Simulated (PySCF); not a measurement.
# H3P (PH3): the cost of one run

Computed with PySCF 2.14.0, with density-fitted response routines of our own, on a single molecule in the gas phase. Atoms count from 0, in the outputs and in this text.

**1. The starting structure**

4 atoms, charge 0, multiplicity 1; geometry from: GFN2-xTB.

Bonds of the start (Å): P0–H1 1.39, P0–H2 1.39, P0–H3 1.39.

**2. Shielding tensors: PW91/ANO-RCC-VDZP**

The job: settings as JSON, then the geometry in Å.

```
{"job": {"kind": "nmr", "xc": "PW91", "basis": "ANO-RCC-VDZP", "pop": false}, "charge": 0, "multiplicity": 1}
P     -0.001477     0.003466     0.570380
H     -0.558658     1.008622    -0.205648
H      1.158342    -0.016325    -0.189555
H     -0.587973    -0.990990    -0.198030
```

Method: GIAO PW91/ANO-RCC-VDZP NMR shielding, non-relativistic, gas phase.

Launch:

```sh
> OMP_NUM_THREADS=1 python probes_run.py task.json out
```

The driver reads the jobs from task.json and runs them one after another.

Q: Estimate the wall time of this first job on 1 thread of Intel Xeon at 2.30GHz, shared host.

About 1.7 s.
